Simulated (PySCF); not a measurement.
Species: C4H7N.
Z-matrix (Å and degrees, PBE0-D3(BJ)/def2-SVP geometry), rows numbered from 1:
```
N 
C   1  1.4333
C   2  1.4926  1  120.15
C   3  1.4935  2   98.73  1    61.02
C   3  1.4807  2   60.24  1   109.34
H   1  1.0176  2  110.64  3  -155.56
H   1  1.0176  2  110.66  3    85.53
H   2  1.1044  1  117.43  3  -145.02
H   3  1.0891  2  129.64  5   119.43
H   4  1.0956  3  116.70  5   106.60
H   4  1.0958  3  118.42  5  -108.01
H   5  1.0891  2  129.73  3  -119.23
```

Level of theory: PySCF, TDDFT wB97X-D/def2-SVPD, vertical, gas phase, core orbitals frozen in the response.

Frontier orbitals with the atoms that hold most of them (Löwdin shares over 4%, at most four atoms; ? is withheld):

```csv
orbital,ε (eV),atoms
HOMO-3,-10.85,"C4 32%, C5 23%, C3 23%, H9 7%"
HOMO-2,-10.56,"C2 32%, C3 20%, C5 20%, N1 8%"
HOMO-1,-9.09,?
HOMO,?,?
LUMO,2.58,"C2 17%, H8 13%, C3 11%, C5 11%"
LUMO+1,3.16,"H10 14%, C4 13%, H9 11%, H12 11%"
LUMO+2,3.18,"C5 21%, C3 21%, H12 16%, H9 16%"
```

(1) Which atoms hold the HOMO, and with what shares?

(2) Which atoms hold the HOMO-1, and with what shares?

(3) What is the HOMO energy, and the HOMO–LUMO gap?

Answers

(1) N1 (bonded to C and 2 H) 47%; C3 (bonded to 3 C and H) 12%; C5 (bonded to 3 C and H) 12%; C2 (bonded to 2 C, N and H) 10%. By element: nitrogen 47%, carbon 34% or more.

(2) N1 (bonded to C and 2 H) 24%; C3 (bonded to 3 C and H) 20%; C5 (bonded to 3 C and H) 20%; C4 (bonded to 2 C and 2 H) 11%. By element: carbon 52% or more, nitrogen 24%.

(3) ε(HOMO) = -9.00 eV; the gap is 11.58 eV (0.4254 hartree).

How does S1 compare with the orbital gap of 11.58 eV?

S1 is at 6.90 eV (f = 0.017), 4.68 eV below the gap, made of HOMO→LUMO (52%), HOMO-1→LUMO (17%), HOMO→LUMO+1 (13%). 

Next come S2 at 7.42 eV (f 0.010), HOMO-1→LUMO (59%), HOMO→LUMO (24%); S3 at 7.98 eV (f 0.066), HOMO→LUMO+2 (61%), HOMO-1→LUMO+2 (30%); S4 at 8.06 eV (f 0.036), HOMO→LUMO+3 (55%), HOMO-1→LUMO+3 (23%), HOMO-1→LUMO+1 (10%); S5 at 8.07 eV (f 0.0076), HOMO-1→LUMO+2 (48%), HOMO→LUMO+4 (19%), HOMO→LUMO+2 (11%).

One conformer stands for the species.
